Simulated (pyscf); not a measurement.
Single points on ωB97X-D3(BJ)/def2-SVP structures (PySCF, gas phase).

Q: GeH₄ + H₂C=CH₂ → H₂C=CH–GeH₃ + H₂
Surface: singlet. Broken: Ge–H, C–H. Formed: C–Ge, H–H. Give ΔE‡ and ΔE from ωB97M-D3(BJ)/def2-TZVP, relative to the separated reactants.

A: ΔE‡ = 85.6 kcal/mol, ΔE = +9.3 kcal/mol. Zero-point energy shifts the barrier by -1.9 kcal/mol. It is a four-centre exchange, with an imaginary mode of 2072i cm⁻¹. At the saddle there is also a short Ge–H contact that neither side keeps. The same reactants have a lower exit, to GeH₂ [singlet] + H₃C–CH₃ (barrier +51.1 kcal/mol at ωB97M-D3(BJ)/def2-TZVP, against +85.6 kcal/mol here). This is the saddle that the search found; another between the same sides may lie lower. Elements up to Kr have no core potential and no relativistic terms here.
